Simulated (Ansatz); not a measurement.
## SiH⁻, singlet in aug-cc-pVDZ: errors against full CI

Geometry: a point of a stretch scan, not a stationary point.

| atom | x (Å) | y (Å) | z (Å) |
| --- | --- | --- | --- |
| Si | 0.0000 | 0.0000 | 0.0000 |
| H | 0.0000 | 0.0000 | 1.2500 |

Basis aug-cc-pVDZ; Ansatz 0.2.0. Correlated methods freeze the noble-gas cores, which leaves 6 electrons in 31 orbitals. R marks a restricted (for open shells ROHF) determinant, U an unrestricted one. Active spaces: pair = (2e, 2o) about the gap; valence = (6e, 5o) chosen from the atoms' valence shells.

Full CI is exact within this basis and frozen core; it isn't the basis-set limit. The frozen core follows each run's orbitals, which can shift R against U totals by a few meV.

The determinant fills πx and πy unequally, so it is a mixture of Σ and Δ, which weighs on every level built on one determinant.

```
UHF ⟨S²⟩                          : 1.037
T1 diagnostic (RCCSD)             : 0.0143
largest doubles amplitude (RCCSD) : 0.139
```

```json
{"level": "RHF", "E − E(full CI) (kcal/mol)": "83.24", "share of correlation (%)": "0.00", "wall time": "–"}
{"level": "UHF†", "E − E(full CI) (kcal/mol)": "60.10", "share of correlation (%)": "–", "wall time": "–"}
{"level": "RMP2", "E − E(full CI) (kcal/mol)": "23.82", "share of correlation (%)": "71.38", "wall time": "–"}
{"level": "UMP2†", "E − E(full CI) (kcal/mol)": "9.57", "share of correlation (%)": "–", "wall time": "–"}
{"level": "CISD", "E − E(full CI) (kcal/mol)": "11.33", "share of correlation (%)": "86.39", "wall time": "1.2 s"}
{"level": "RCCSD", "E − E(full CI) (kcal/mol)": "6.71", "share of correlation (%)": "91.94", "wall time": "–"}
{"level": "UCCSD*†", "E − E(full CI) (kcal/mol)": "-6.62", "share of correlation (%)": "–", "wall time": "–"}
{"level": "RCCSD(T)", "E − E(full CI) (kcal/mol)": "3.73", "share of correlation (%)": "95.52", "wall time": "0.81 s"}
{"level": "UCCSD(T)*†", "E − E(full CI) (kcal/mol)": "-9.62", "share of correlation (%)": "–", "wall time": "4.3 s"}
{"level": "BCCD(T)", "E − E(full CI) (kcal/mol)": "3.76", "share of correlation (%)": "95.48", "wall time": "1.1 s"}
{"level": "RCCSDT*", "E − E(full CI) (kcal/mol)": "0.71", "share of correlation (%)": "99.15", "wall time": "–"}
{"level": "UCCSDT*†", "E − E(full CI) (kcal/mol)": "-14.35", "share of correlation (%)": "–", "wall time": "–"}
{"level": "RCCSDT(Q)*", "E − E(full CI) (kcal/mol)": "-0.19", "share of correlation (%)": "100.22", "wall time": "2.2 s"}
{"level": "UCCSDT(Q)*†", "E − E(full CI) (kcal/mol)": "-15.56", "share of correlation (%)": "–", "wall time": "10 s"}
```

An asterisk marks runs whose energy the program itself flagged as in doubt. A dagger marks rows that describe another state than the reference (another or a broken symmetry, a higher spin or other natural occupations), so the difference isn't the method's error.

The correlation energy at full CI, counted from RHF, is -3.610 eV. That run took 52 s on 1 thread of Arm Neoverse V1, shared host over 5,065,957 determinants.

Run but not shown, since their state, orbitals or frozen core can't be matched to the reference's or they repeat it: CASSCF (pair space), NEVPT2 (pair space), MRCISD (pair space), MRCISD+Q (pair space), CASSCF (valence space), NEVPT2 (valence space), NEVPT4(SD) (valence space), MRCISD (valence space), MRCISD+Q (valence space).

Times hold each run's SCF and search for its determinant on a shared host, so for small cases they say little of a method's own cost; they ran on 1 thread of Arm Neoverse V1.

More than 5 meV below full CI, which no variational method can be: RCCSDT(Q).

Unrestricted levels hold only the spin's projection, and here they fall towards a lower state of higher spin.

The full-CI state has the irrep A1 of C2v, in the program's axes (one component, if the state is degenerate).

Natural occupations of full CI about the gap: 1.958 1.908 0.975 0.960 0.030 0.026 0.026 0.023 0.017 0.016; effectively unpaired electrons, Σ n²(2−n)², 2.05. No single determinant describes this state well, so single-reference rows can miss without a flag.
